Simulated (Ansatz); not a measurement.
A calculation on 1T (CdI2-type) TiSe₂ (undistorted form, which takes a superstructure on cooling) returned lattice constant a 3.539 Å, lattice parameter c 6.728 Å, equilibrium volume per atom 24.37 Å³/atom.

For reference: lattice constant a 3.536 Å (measured, temperature not stated, no zero-point or thermal correction; as tabulated in Björkman (2014), arXiv:1406.2436); lattice parameter c 5.996 Å (measured, temperature not stated, zero-point anharmonic expansion removed (computed with revB86b-DF2); no thermal correction; as tabulated in Björkman (2014), arXiv:1406.2436).

Question: Which level of theory produced these numbers?
A. RPBE (Ansatz, a first-principles code)
B. HSE06-D3(BJ) (Ansatz)
C. PBE-D4 (Ansatz)
D. PBE (Ansatz)

Answer: D, PBE (Ansatz)

The others give: RPBE 3.587 Å, 8.246 Å, 30.80 Å³/atom; PBE-D4 3.498 Å, 5.966 Å, 21.08 Å³/atom; HSE06-D3(BJ) 3.474 Å, 5.792 Å, 20.18 Å³/atom.

Unless a cell is named, each level is at its own relaxed cell (HSE06-D3(BJ) 20.18, PBE 24.33, PBE-D4 21.08, RPBE 30.62 Å³/atom).

Caveats: exact exchange on metals is sensitive to the k mesh and can open a false gap (HSE06-D3(BJ)); for a layered or molecular solid the relaxed cell lies over 5 % above the published volume, where the minimum can be shallow (RPBE, PBE); the cell comes from a level without a dispersion term, which matters for the spacing of layers, chains or molecules (RPBE, PBE); the run warned that the count of filled bands differs between k points (HSE06-D3(BJ)). Ansatz's density-functional and Hartree–Fock values are scalar-relativistic unless marked +SOC, with PAW data made under PBE.
